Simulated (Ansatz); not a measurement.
We consider fluorite CeO₂, described by PBE in Ansatz (PAW).

Settings: plane-wave cutoff 520 eV, 8×8×8 k mesh, no spin polarisation, scalar-relativistic PAW data made under PBE.

Computed at the level's own relaxed cell.

```xyz
3
Lattice="0.0000 2.7320 2.7320 2.7320 0.0000 2.7320 2.7320 2.7320 0.0000" Properties=species:S:1:pos:R:3 pbc="T T T"
Ce     0.0000     0.0000     0.0000
O      1.3660     1.3660     1.3660
O      4.0981     4.0981     4.0981
```

### Question
Give the elastic tensor (Voigt notation, GPa, ions relaxed, in the Cartesian axes of the cell as printed).

### Answer

```
  332.4    94.6    94.6     0.0     0.0     0.0
   94.6   332.4    94.6     0.0     0.0     0.0
   94.6    94.6   332.4     0.0     0.0     0.0
    0.0     0.0     0.0    48.6     0.0     0.0
    0.0     0.0     0.0     0.0    48.6     0.0
    0.0     0.0     0.0     0.0     0.0    48.6
```

Measured, for comparison: elastic constant C11 403 GPa, elastic constant C12 105 GPa, elastic constant C44 60 GPa (temperature not stated, not corrected to a static lattice; as tabulated in Atomistic and experimental study on thermal conductivity of bulk and porous …). Computed (rounded) less measured: elastic constant C11 -18 %, elastic constant C12 -10 %, elastic constant C44 -19 %.

Ansatz is a quantum-chemistry and plane-wave program.
